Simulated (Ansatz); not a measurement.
Geometry optimisation, RKS CAM-B3LYP/def2-SVP (Ansatz).

The input (input.yaml):

```yaml
crystal:
  periodic: [false, false, false]
  atoms:
    - { symbol: Al, position_ang: [0.19143, -0.021766, 0.237605] }
    - { symbol: H, position_ang: [0.511628, -0.653668, 1.606557] }
    - { symbol: "N", position_ang: [2.002059, 0.109949, -0.003793] }
    - { symbol: H, position_ang: [2.516887, -0.264987, 0.787686] }
    - { symbol: H, position_ang: [2.634745, 0.434043, -0.728513] }
    - { symbol: F, position_ang: [-1.10625, 0.396429, -0.690341] }
basis:
  gaussian: { orbitals: def2-SVP }
hamiltonian:
  xc: cam_b3lyp
relax:
  f_tol: 0.03
  max_steps: 50
```

Run as:

```bash
$ ansatz run input.yaml --threads 1 --pin off --max-ram 2048MiB --backend cpu --events-out ev --progress --plain --runs-dir out
```

Q: Where does it end, and by what steps?

A: The run converged. After 7 steps the energy has fallen by 0.709 eV; H2 moved furthest, 0.64 Å.

```json
{"step": "0", "energy less start (eV)": "0.0000", "largest force component (eV/Å)": "2.774", "accepted": "yes"}
{"step": "1", "energy less start (eV)": "-0.4048", "largest force component (eV/Å)": "1.695", "accepted": "yes"}
{"step": "2", "energy less start (eV)": "-0.5967", "largest force component (eV/Å)": "0.564", "accepted": "yes"}
{"step": "3", "energy less start (eV)": "-0.6683", "largest force component (eV/Å)": "0.408", "accepted": "yes"}
{"step": "4", "energy less start (eV)": "-0.6874", "largest force component (eV/Å)": "0.337", "accepted": "yes"}
{"step": "5", "energy less start (eV)": "-0.7073", "largest force component (eV/Å)": "0.392", "accepted": "yes"}
{"step": "6", "energy less start (eV)": "-0.7091", "largest force component (eV/Å)": "0.073", "accepted": "yes"}
{"step": "7", "energy less start (eV)": "-0.7092", "largest force component (eV/Å)": "0.007", "accepted": "yes"}
```

```xyz
6
Properties=species:S:1:pos:R:3
Al 0.359 -0.104 0.416
H -0.105 -0.734 1.772
N 2.052 0.102 -0.006
H 2.832 -0.165 0.585
H 2.393 0.505 -0.873
F -0.781 0.396 -0.684
```

Whether the end is a true minimum wasn't checked by a vibrational analysis.

Run time: 17 s on 1 thread of Arm Neoverse V1 (shared host), peak memory 0.13 GiB.
